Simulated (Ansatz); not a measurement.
A nudged elastic band was laid between two geometries of BH3N (5 atoms, charge 0, multiplicity 2).

Computed with UKS PBE-D4/def2-SVP in Ansatz.

```
movable images  : 5
climbing image  : yes
spring          : 5.0 eV/Å²
optimiser       : quadratic models (default)
start path      : through a guess of the saddle point
force threshold : 0.05 eV/Å
iteration limit : 60
end points      : relaxed
```

First end point:

```xyz
5
Properties=species:S:1:pos:R:3
B 0.705 -0.361 0.519
N -0.172 0.402 -0.233
H 0.580 -1.547 0.755
H -1.025 0.033 -0.670
H -0.038 1.399 -0.413
```

Last end point:

```xyz
5
Properties=species:S:1:pos:R:3
B 0.449 0.037 1.503
N -0.045 0.024 -0.104
H 0.405 -0.847 -0.446
H -1.065 -0.083 -0.284
H 0.306 0.794 -0.711
```

Problem. What changes between the two ends?

Solution. Bonds broken: B1–H3. Bonds formed: N2–H3.

Problem. Give the energies along the band, and the barrier.

Solution. The forces met the threshold. The highest image is number 5 of 0 to 6, 4.00 eV above the first end and 0.43 eV above the last; the last end lies 3.57 eV above the first. Neighbouring images differ by up to 1.4 eV, so the band resolves the path poorly. A vibrational analysis at the climbing image gives one clearly imaginary mode, 1472i cm⁻¹: a first-order saddle point.

```
image  path coordinate (Å)  energy (eV)  B1–H3 (Å)  N2–H3 (Å)
    0                 0.00         0.00       1.22       2.31
    1                 0.32         0.18       1.21       2.20
    2                 0.65         0.74       1.21       2.04
    3                 0.97         1.78       1.23       1.80
    4                 1.30         3.21       1.35       1.50
    5                 1.62         4.00       1.54       1.18
    6                 2.19         3.57       2.14       1.04
```

Problem. What is the geometry of the highest image?

Solution. 
```xyz
5
Properties=species:S:1:pos:R:3:forces:R:3
B 0.519 -0.168 1.256 0.00 0.00 -0.01
N -0.055 0.160 -0.128 0.01 0.00 0.01
H 0.397 -0.931 -0.082 0.00 0.00 0.00
H -1.027 -0.123 -0.351 0.00 0.00 0.00
H 0.215 0.988 -0.736 0.00 0.00 0.00
```

Run time: 29 s on 1 thread of Intel(R) Xeon(R) 6975P-C (Granite Rapids) (shared host), peak memory 0.11 GiB.
